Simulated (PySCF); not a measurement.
# SH: from the state search to spectroscopic constants

One table from this session's results is given with a row withheld; the runs are named, their logs left out.

The runs use PySCF 2.14.0; H x2c-TZVPPall, S x2c-TZVPPall, spin-free X2C with a Gaussian nucleus.

The first run:

Settings of the job:

| Quantity | Value |
| --- | --- |
| atoms | H, S |
| charge | 0 |
| basis | H x2c-TZVPPall, S x2c-TZVPPall |
| Hamiltonian | spin-free X2C with a Gaussian nucleus |
| basis functions | 56 |
| electrons treated | 17 |
| masses in u | 1.0078, 31.9721 |
| levels | PBE0, PBE, r²SCAN, LDA, TPSS, r²SCAN0, B3LYP, CAM-B3LYP, HF, MP2, SCS-MP2, CCSD, CCSD(T) |
| grid | 80 radial by 434 angular points |
| occupations | held fixed by the projection of orbital angular momentum |
| dissociation limit | H + S, each in its ground configuration |
| starting distance in angstrom | 1.305 |
| values of 2S to try | 1, 3 |

Command:

```console
OMP_NUM_THREADS=1 python dia.py task.json out
```

Among the steps run: The job; The PBE0 curve of the state that the search chose; Higher solutions at PBE0; PBE (GGA); r²SCAN (meta-GGA); LDA (local density); TPSS (meta-GGA); r²SCAN0 (hybrid meta-GGA); B3LYP; CAM-B3LYP; UHF (mean field); Correlated methods on the Hartree–Fock reference.

One table of the session follows, with a row left open; its other results are not shown here.

Energy (eV) from each level's lowest point:

```
R (Å)    UHF  UHF-MP2  UHF-SCS-MP2  UHF-CCSD  UHF-CCSD(T)
1.158  0.581    0.596        0.601       n/a          n/a
1.211  0.248    0.260        0.264     0.273        0.280
1.265  0.065    0.074        0.077     0.083        0.087
1.306  0.006    0.011        0.012     0.015        0.017
1.346  0.000    0.000        0.000     0.000        0.000
1.386      ?        ?            ?         ?            ?
1.440  0.142    0.127        0.123     0.113        0.108
1.508  0.338    0.309        0.301     0.282        0.273
1.588  0.638    0.589        0.576     0.545        0.528
1.696  1.100    1.031        1.015       n/a          n/a
```

**Question.** Estimate the row for R (Å) = 1.386.

Worked estimate for «UHF». A straight line through the neighbours (1.346, 0.000) and (1.440, 0.142) gives 0.000 + (0.142 − 0.000) × (1.386 − 1.346) / (1.440 − 1.346) = 0.060; a parabola fitted to 4 rows on both sides gives 0.041.

**Answer.** UHF: 0.038; UHF-MP2: 0.032; UHF-SCS-MP2: 0.030; UHF-CCSD: 0.027; UHF-CCSD(T): 0.024. In «UHF» the line misses by +0.022 and the parabola by +0.003.
